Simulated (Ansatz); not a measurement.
Input for Ansatz (development build ahead of 0.2.0):

```yaml
crystal:
  periodic: [false, false, false]
  atoms:
    - { symbol: P, position_ang: [-0.04244, 0.04141, -1.14377] }
    - { symbol: P, position_ang: [-0.00442, -0.04526, 1.17375] }
basis:
  gaussian: { orbitals: def2-SVP }
hamiltonian:
  xc: hf
```

The input is written out in the form of the current development build from the run's settings.

Results

```
Converged                       : yes
Total energy                    : -681.14250 hartree
Spin squared of the determinant : 0.000
```

Caution: stretched shape with no unrestricted run beside it, a lower state can exist.
